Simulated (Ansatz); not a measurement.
α-N2 was calculated with r²SCAN (Ansatz, a program for electronic structure, PAW).

Question: Predict the lattice energy and volume per molecule.

Answer: 
- lattice energy = 3 kJ/mol
- volume per molecule = 47.86 Å³

Note: the cell comes from a level without a dispersion term, which matters for the spacing of layers, chains or molecules.

Cost on a shared machine: around 10 core-seconds (rough).
